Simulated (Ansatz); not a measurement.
# C3H2FN: a ladder of functionals and wavefunction methods

How much do the methods differ for C3H2FN? The plan is to run it at one geometry with functionals of several rungs and with coupled cluster, and see how far each lands from CCSD(T) at the basis-set limit for the atomisation energy.

The runs use Ansatz 0.2.0, Gaussian basis; functionals in def2-TZVPP, the program's frozen cores in correlated methods.

Plan: LDA (SPW92), PBE-D4, revPBE-D4, BLYP-D4, r2SCAN-D4, B97M-V, PBE0-D4, B3LYP-D4, r2SCANh-D4, r2SCAN0-D4, HSE06-D4, BHLYP-D4, CAM-B3LYP-D4, LC-ωPBE, ωB97X-V, ωB97M-V, B2PLYP, PBE-QIDH; CCSD(T)/def2-SVP; CCSD(T)/def2-TZVPP; MP2/def2-QZVPP; extrapolation to the limit; RPA on PBE.

## Step 1: The relaxed structure

The geometry comes from an earlier relaxation with PBE0-D4 in a triple-zeta def2 set; it is a stationary point, not always the lowest conformer.

7 atoms, charge 0, spin multiplicity 1.

Atoms are counted from 1 here; the program's logs count them from 0.

Bond lengths: F1–C2 1.306 Å, C2–C3 1.376 Å, C3–N4 1.263 Å, C3–C5 1.512 Å, N4–C5 1.462 Å, C5–H6 1.086 Å, C5–H7 1.087 Å. Angles: F1–C2–C3 116.9°, C2–C3–N4 160.8°, C2–C3–C5 121.4°, N4–C3–C5 62.8°, C3–N4–C5 66.9°, C3–C5–N4 50.2°, C3–C5–H6 116.5°, C3–C5–H7 118.1°, N4–C5–H6 119.2°, N4–C5–H7 117.3°, H6–C5–H7 118.0°.

Geometry (Å):

```xyz
7
C3H2FN
F    -2.42538   -0.08721   -0.03874
C    -1.35484   -0.65909    0.44300
C    -0.20867   -0.57355   -0.31416
N     0.94195   -0.82638   -0.76938
C     0.90167    0.38827    0.04252
H     0.88231    1.35576   -0.45101
H     1.32428    0.33421    1.04217
```

## Step 2: LDA

This LDA is Slater exchange with PW92 correlation.

File in.yaml:

```yaml
crystal:
  periodic: [false, false, false]
  atoms:
    - {symbol: F, position_ang: [-2.425385, -0.087214, -0.038744]}
    - {symbol: C, position_ang: [-1.354839, -0.659086, 0.442998]}
    - {symbol: C, position_ang: [-0.208675, -0.573554, -0.314158]}
    - {symbol: N, position_ang: [0.941950, -0.826381, -0.769376]}
    - {symbol: C, position_ang: [0.901666, 0.388266, 0.042524]}
    - {symbol: H, position_ang: [0.882305, 1.355758, -0.451009]}
    - {symbol: H, position_ang: [1.324280, 0.334211, 1.042165]}
basis:
  gaussian: {orbitals: def2-TZVPP}
hamiltonian: {xc: lda}
output: {orbitals: {seedname: orbitals}}
```

Run with:

```bash
$ ansatz run in.yaml --threads 2 --pin off --events-out ev --progress --plain --max-ram 4352MiB
```

After this run come: PBE-D4 (GGA); revPBE-D4 (GGA); BLYP-D4 (GGA); r2SCAN-D4 (meta-GGA); B97M-V (meta-GGA); B3LYP-D4 (hybrid); r2SCANh-D4 (hybrid); r2SCAN0-D4 (hybrid); HSE06-D4 (hybrid); BHLYP-D4 (hybrid); CAM-B3LYP-D4 (range-separated); LC-ωPBE (range-separated); ωB97X-V (range-separated); ωB97M-V (range-separated); B2PLYP (double hybrid); PBE-QIDH (double hybrid); CCSD(T) in def2-SVP; CCSD(T) in def2-TZVPP; MP2 in def2-QZVPP; RPA on PBE orbitals.

**Question.** What will the summary of the whole plan be? Wanted: atomisation energy, CCSD(T)/CBS; farthest beyond LDA; mean size of error, GGA; mean size of error, meta-GGA; mean size of error, hybrid; mean size of error, range-separated; mean size of error, double hybrid; gap, smallest and largest; T1 diagnostic.

**Answer**, as computed:

```
                               quantity                                     value
        atomisation energy, CCSD(T)/CBS                            666.1 kcal/mol
functionals within 3.3 kcal/mol (0.5 %)              r2SCANh-D4, B2PLYP, PBE-QIDH
                    farthest beyond LDA                   PBE-D4 (+55.6 kcal/mol)
                mean size of error, GGA                             36.6 kcal/mol
           mean size of error, meta-GGA                             13.7 kcal/mol
             mean size of error, hybrid                             16.9 kcal/mol
    mean size of error, range-separated                              7.5 kcal/mol
      mean size of error, double hybrid                              0.2 kcal/mol
              gap, smallest and largest  2.29 eV (LDA (SPW92)), 9.89 eV (LC-ωPBE)
                          T1 diagnostic                                    0.0217
triples share of the correlation energy                                     4.8 %
```

In words: The LDA atomisation energy is off by 155.5 kcal/mol (23 %): it overbinds. PBE-D4 misses by +55.6 kcal/mol. Double hybrids carry the basis error of their MP2 part in triple zeta, and no dispersion term here, so their miss is partly the set-up's. By mean error the best rung here is double hybrid (0.2 kcal/mol) and the worst beyond LDA is GGA (36.6 kcal/mol). Misses under about 3.3 kcal/mol are within the doubt on the reference itself, which lacks core-valence correlation, relativity and higher excitations. Hartree-Fock recovers 62 % of the binding; the rest is correlation. CCSD(T) in def2-SVP is off by -36.7 kcal/mol, which most functionals beat. Orbital gaps span 2.3 to 9.9 eV; exact exchange widens them. T1 = 0.022 passes the customary mark of 0.02 by a little. The restricted reference is unstable towards a spin-broken one.
